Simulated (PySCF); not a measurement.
Atomic charges by several schemes

Species: F₅HP (charge -1).
Z-matrix (Å and degrees, GFN2-xTB geometry), rows numbered from 1:
```
F 
P   1  1.6593
F   2  1.6592  1   89.95
F   2  1.6593  1  176.68  3   -87.98
F   2  1.6594  1   89.95  3  -176.61
F   2  1.6341  1   88.35  3   -88.30
H   2  1.3903  1   91.64  3    91.72
```

Density: PBE0/pcSseg-1 (PySCF); schemes: Mulliken, IAO, Hirshfeld and ESP-fitted. Isolated species at its GFN2-xTB geometry, gas phase. The pcSseg-1 basis has no diffuse functions, a weakness for an anion.

Task: For which atoms does the sign change between the 4 schemes (beyond +0.03 e in one, beyond −0.03 e in another)?

Result: For none.

Task: Do the Mulliken, IAO, Hirshfeld and ESP-fitted schemes agree on where the charge is highest?

Result: All schemes agree: Mulliken P2 (+1.554); IAO P2 (+1.986); Hirshfeld P2 (+0.387); ESP-fitted P2 (+1.022).

Task: Give the atomic charges in each scheme.

Result: In e:

| atom | environment | Mulliken | IAO | Hirshfeld | ESP-fitted |
| --- | --- | --- | --- | --- | --- |
| F1 | phosphorus-bound fluorine | -0.486 | -0.572 | -0.266 | -0.395 |
| P2 | phosphorus bonded to 5 F and H | +1.554 | +1.986 | +0.387 | +1.022 |
| F3 | phosphorus-bound fluorine | -0.486 | -0.572 | -0.266 | -0.395 |
| F4 | phosphorus-bound fluorine | -0.486 | -0.572 | -0.266 | -0.396 |
| F5 | phosphorus-bound fluorine | -0.486 | -0.572 | -0.266 | -0.396 |
| F6 | phosphorus-bound fluorine | -0.456 | -0.541 | -0.253 | -0.327 |
| H7 | P–H hydrogen | -0.154 | -0.156 | -0.071 | -0.113 |

Mean size of the charges over all atoms: IAO 0.710 e, Mulliken 0.587 e, ESP-fitted 0.435 e, Hirshfeld 0.253 e. Each set sums to the total charge, -1, to within 0.001 e. The Mulliken scheme counts on each atom the diagonal of the density matrix times the overlap matrix over that atom's basis functions. The Hirshfeld scheme weights the molecular density at each point by an atom's share of the summed free-atom densities.

Task: Sum the charges by element, for elements with more than one atom.

Result: 
```json
{"element": "F", "atoms": "5", "Mulliken": "-2.400", "IAO": "-2.829", "Hirshfeld": "-1.316", "ESP-fitted": "-1.909"}
```

Task: How many electrons does the Hirshfeld scheme count on F3?

Result: Z − q = 9 − (-0.266) = 9.266.
